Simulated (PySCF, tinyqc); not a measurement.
Inside a calculation. Method: coupled-perturbed Hartree-Fock on RHF in the sto-6g basis, for HF, spin multiplicity 1. The lowest restricted solution is unstable here: a spin-polarised one lies 0.0249 hartree lower (PySCF). One step of it, computed by the program tinyqc.

Question. Coupled step 2. U_ai = -(mu_ai + sum_bj [4 (ai|bj) - (ab|ij) - (aj|bi)] U_bj) / (e_a - e_i); alpha = -4 sum U_ai mu_ai.

U after step 1, order a6:
```
[[0.000069, 0.135259, 0.000000, 0.000000, -1.533561]]
```

dipole integrals <a|z|i> (bohr), order a6:
```
[[-0.040475, -0.117116, 0.000000, 0.000000, 1.315940]]
```

orbital energies (hartree): [-26.268629, -1.420571, -0.473241, -0.473241, -0.452013, 0.276366]

Two-electron integrals over orbitals (pq|rs), unique and non-zero (hartree):
```
(11|11) 5.382730    (21|11) -0.538562   (21|21) 0.086833    (22|11) 1.261966
(22|21) -0.024803   (22|22) 0.883976    (31|31) 0.030343    (32|31) 0.040285
(32|32) 0.191616    (33|11) 1.265991    (33|21) -0.014333   (33|22) 0.902268
(33|33) 0.998085    (41|41) 0.030343    (42|41) 0.040285    (42|42) 0.191616
(43|43) 0.053789    (44|11) 1.265991    (44|21) -0.014333   (44|22) 0.902268
(44|33) 0.890506    (44|44) 0.998085    (51|11) 0.081615    (51|21) -0.012943
(51|22) 0.004875    (51|33) 0.002083    (51|44) 0.002083    (51|51) 0.016847
(52|11) -0.104250   (52|21) 0.004199    (52|22) -0.044799   (52|33) -0.056935
(52|44) -0.056935   (52|51) 0.020533    (52|52) 0.126034    (53|31) -0.005510
(53|32) -0.022304   (53|53) 0.032755    (54|41) -0.005510   (54|42) -0.022304
(54|54) 0.032755    (55|11) 0.860923    (55|21) -0.007722   (55|22) 0.672309
(55|33) 0.657480    (55|44) 0.657480    (55|51) -0.001553   (55|52) -0.008409
(55|55) 0.652429    (61|11) 0.088906    (61|21) -0.014766   (61|22) 0.002990
(61|33) 0.002327    (61|44) 0.002327    (61|51) -0.013425   (61|52) -0.022493
(61|55) 0.004059    (61|61) 0.018884    (62|11) -0.128567   (62|21) 0.003785
(62|22) -0.070170   (62|33) -0.069951   (62|44) -0.069951   (62|51) -0.019925
(62|52) -0.083934   (62|55) -0.020697   (62|61) 0.019323    (62|62) 0.090618
(63|31) -0.005666   (63|32) -0.023263   (63|53) -0.023917   (63|63) 0.027965
(64|41) -0.005666   (64|42) -0.023263   (64|54) -0.023917   (64|64) 0.027965
(65|11) -0.440566   (65|21) 0.006784    (65|22) -0.259623   (65|33) -0.261979
(65|44) -0.261979   (65|51) 0.001324    (65|52) 0.069245    (65|55) -0.087949
(65|61) -0.003731   (65|62) 0.029052    (65|65) 0.248911    (66|11) 0.817409
(66|21) -0.008243   (66|22) 0.623586    (66|33) 0.609252    (66|44) 0.609252
(66|51) 0.008316    (66|52) 0.038315    (66|55) 0.634776    (66|61) -0.006142
(66|62) -0.047394   (66|65) -0.026837   (66|66) 0.657508
```

Give: U after step 2; polarisability.

Answer.

U after step 2, order a6:
```
[[0.000, 0.141, 0.000, 0.000, -1.580]]
```

polarisability = 8.383 bohr^3
